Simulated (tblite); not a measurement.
A geometry optimisation, step by step.

Species: C2H3PS.
Bonds: S1–P2 (double), P2–C3, C3–C4 (double), P2–C4. Hydrogens: H5 on P2; H6 on C3; H7 on C4.

Computed with GFN2-xTB (tblite), gas phase: L-BFGS steps from a force-field or distance-geometry start until the largest atomic force falls under 0.01 eV/Å. 11 of its 31 geometries are shown.

Step 0: E = -310.7606 eV, largest atomic force 14.941 eV/Å
```
atom  x, y, z in Å  |  force x, y, z in eV/Å
S1      1.793    0.310    1.341    8.387   3.560  11.842
P2      0.867   -0.139   -0.028   -6.494  -2.941 -10.222
C3     -0.829   -0.620    0.112   -1.426  -0.749  -0.413
C4     -0.720    0.684   -0.193   -0.135   0.504  -1.048
H5      1.601   -0.471   -1.149   -0.486  -0.159  -0.585
H6     -1.549   -1.431    0.297    0.331   0.847   0.025
H7     -1.160    1.670   -0.406   -0.177  -1.061   0.401
```

Step 3: E = -312.0172 eV, largest atomic force 3.207 eV/Å
```
atom  x, y, z in Å  |  force x, y, z in eV/Å
S1      1.889    0.338    1.462    1.851   0.631   2.542
P2      0.879   -0.130   -0.025   -1.197  -0.666  -2.282
C3     -0.881   -0.595    0.069   -0.273  -3.002   0.445
C4     -0.739    0.655   -0.238    0.464   2.862  -1.085
H5      1.594   -0.489   -1.217   -0.842   0.159   0.348
H6     -1.561   -1.418    0.311    0.190   0.786  -0.110
H7     -1.177    1.644   -0.387   -0.193  -0.770   0.143
```

Step 6: E = -312.3159 eV, largest atomic force 0.572 eV/Å
```
atom  x, y, z in Å  |  force x, y, z in eV/Å
S1      1.970    0.340    1.549    0.043  -0.113  -0.029
P2      0.902   -0.111    0.001   -0.256  -0.128  -0.294
C3     -0.861   -0.623    0.019    0.393  -0.368   0.194
C4     -0.702    0.656   -0.313    0.010   0.506   0.058
H5      1.505   -0.486   -1.232   -0.349   0.140   0.404
H6     -1.582   -1.372    0.320    0.165   0.400  -0.191
H7     -1.229    1.601   -0.371   -0.006  -0.437  -0.142
```

Step 9: E = -312.3568 eV, largest atomic force 0.253 eV/Å
```
atom  x, y, z in Å  |  force x, y, z in eV/Å
S1      1.986    0.325    1.556   -0.020  -0.137  -0.124
P2      0.903   -0.106    0.009    0.133   0.109   0.186
C3     -0.825   -0.630    0.013   -0.011   0.190   0.053
C4     -0.688    0.659   -0.321   -0.003  -0.150   0.166
H5      1.455   -0.476   -1.210    0.030  -0.014  -0.054
H6     -1.578   -1.332    0.309    0.006  -0.001  -0.058
H7     -1.251    1.565   -0.381   -0.136   0.004  -0.169
```

Step 12: E = -312.3699 eV, largest atomic force 0.373 eV/Å
```
atom  x, y, z in Å  |  force x, y, z in eV/Å
S1      2.003    0.298    1.554    0.267  -0.012   0.260
P2      0.914   -0.092    0.021   -0.122  -0.023  -0.217
C3     -0.813   -0.619    0.029   -0.062  -0.171   0.114
C4     -0.686    0.663   -0.299   -0.074   0.329  -0.070
H5      1.442   -0.474   -1.208    0.048   0.009  -0.008
H6     -1.576   -1.319    0.293   -0.040  -0.108   0.005
H7     -1.281    1.547   -0.417   -0.017  -0.025  -0.085
```

Step 15: E = -312.3788 eV, largest atomic force 0.098 eV/Å
```
atom  x, y, z in Å  |  force x, y, z in eV/Å
S1      2.033    0.272    1.563    0.040  -0.053  -0.051
P2      0.917   -0.078    0.025   -0.045   0.018   0.047
C3     -0.812   -0.609    0.049   -0.018   0.025  -0.005
C4     -0.693    0.677   -0.282   -0.027  -0.052  -0.079
H5      1.442   -0.471   -1.208   -0.005   0.046   0.073
H6     -1.577   -1.322    0.282    0.040  -0.027   0.025
H7     -1.307    1.536   -0.456    0.014   0.042  -0.010
```

Step 18: E = -312.3821 eV, largest atomic force 0.133 eV/Å
```
atom  x, y, z in Å  |  force x, y, z in eV/Å
S1      2.052    0.255    1.560   -0.068  -0.036  -0.108
P2      0.910   -0.071    0.033    0.061   0.024   0.099
C3     -0.817   -0.606    0.054    0.006   0.081  -0.060
C4     -0.701    0.678   -0.295    0.016  -0.110   0.047
H5      1.441   -0.462   -1.195   -0.006   0.020   0.021
H6     -1.571   -1.330    0.285    0.004  -0.004   0.028
H7     -1.311    1.540   -0.468   -0.014   0.024  -0.027
```

Step 21: E = -312.3828 eV, largest atomic force 0.028 eV/Å
```
atom  x, y, z in Å  |  force x, y, z in eV/Å
S1      2.056    0.247    1.556    0.009  -0.001   0.018
P2      0.909   -0.068    0.037   -0.012  -0.005  -0.016
C3     -0.817   -0.604    0.054   -0.006  -0.021  -0.017
C4     -0.703    0.678   -0.294   -0.001   0.022   0.009
H5      1.440   -0.458   -1.190    0.003   0.011  -0.004
H6     -1.569   -1.331    0.286   -0.001   0.003   0.020
H7     -1.314    1.540   -0.475    0.008  -0.008  -0.010
```

Step 24: E = -312.3829 eV, largest atomic force 0.013 eV/Å
```
atom  x, y, z in Å  |  force x, y, z in eV/Å
S1      2.057    0.246    1.556   -0.005  -0.004   0.005
P2      0.908   -0.068    0.037    0.002  -0.006  -0.002
C3     -0.817   -0.605    0.051    0.005  -0.001   0.010
C4     -0.703    0.679   -0.293   -0.003  -0.006  -0.008
H5      1.440   -0.456   -1.190    0.003   0.010  -0.008
H6     -1.568   -1.331    0.289   -0.001   0.005   0.005
H7     -1.313    1.539   -0.478   -0.001   0.004  -0.003
```

Step 27: E = -312.3829 eV, largest atomic force 0.019 eV/Å
```
atom  x, y, z in Å  |  force x, y, z in eV/Å
S1      2.056    0.245    1.557   -0.015  -0.007  -0.010
P2      0.908   -0.069    0.037    0.009   0.006   0.007
C3     -0.817   -0.606    0.051   -0.003   0.016   0.005
C4     -0.704    0.678   -0.294    0.010  -0.009   0.000
H5      1.441   -0.452   -1.192    0.000   0.004  -0.003
H6     -1.569   -1.330    0.292    0.000   0.000   0.002
H7     -1.312    1.540   -0.479    0.001  -0.011   0.000
```

Step 30: E = -312.3830 eV, largest atomic force 0.009 eV/Å
```
atom  x, y, z in Å  |  force x, y, z in eV/Å
S1      2.054    0.242    1.558    0.001  -0.001   0.003
P2      0.909   -0.070    0.036   -0.003   0.002  -0.005
C3     -0.817   -0.606    0.052   -0.004   0.000   0.000
C4     -0.703    0.677   -0.295    0.004   0.007  -0.003
H5      1.441   -0.449   -1.193   -0.001  -0.001   0.001
H6     -1.569   -1.329    0.295    0.002  -0.003   0.002
H7     -1.312    1.538   -0.481    0.000  -0.004   0.002
```

Task: Summarise the path.

Result: The energy falls by 1.6223 eV from step 0 to step 30; nine tenths of that is first reached at step 6. It falls at every step. The largest force goes from 14.941 to 0.009 eV/Å. Among the bonds S1=P2 changes most, from 1.713 to 1.930 Å; the atoms move by 0.181 Å rms after alignment.
